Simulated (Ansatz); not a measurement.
How the smallest direct gap on the k points sampled of zinc-blende InAs moves with the method

No measured value is used here.

Problem. Put these levels in order of the smallest direct gap on the k points sampled that they give for zinc-blende InAs, smallest first: HSE06+SOC (Ansatz, a program for electronic structure), PBE0 (Ansatz), r²SCAN (Ansatz).

Solution. r²SCAN (0.22 eV), HSE06+SOC (0.38 eV), PBE0 (1.01 eV)

Computed values are for a static lattice. Levels without +SOC have no spin–orbit coupling; where heavier elements are present it shifts gaps, mostly down, and can invert bands.  Values are at the measured cell. Cutoffs and k meshes differ between the levels. Ansatz's density-functional and Hartree–Fock values are scalar-relativistic unless marked +SOC, with PAW data made under PBE.
